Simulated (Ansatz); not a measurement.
System: GeS (Pnma, No. 62). Method: LDA (Ansatz, a quantum-chemistry and plane-wave program, PAW).

Settings: plane-wave cutoff 520 eV, 16×14×6 k mesh (along the axes of the cell as run), Fermi–Dirac smearing 0.05 eV, scalar-relativistic PAW data made under PBE.

Response to compression and expansion:

Shape and atoms are relaxed at each volume.

```csv
V (Å³/atom),P (GPa),direct gap at Γ (eV),smallest gap on the k mesh (eV)
18.202,2.02,0.978,0.537
18.581,0.93,1.005,0.633
18.961,0.00,1.031,0.727
19.340,-0.79,1.047,0.813
19.719,-1.45,1.065,0.899
```

The fundamental gap (0.73 eV at the equilibrium volume, on the SCF mesh) lies elsewhere than Γ–Γ.

Measured, for comparison: band gap 1.65 eV (room temperature, not corrected to a static lattice, sources range from 1.58 to 1.65; as tabulated in Setten et al. (2017), arXiv:1709.07349).

Note: the volume lies 7 % below that of the published cell.

Spin–orbit coupling is not included.
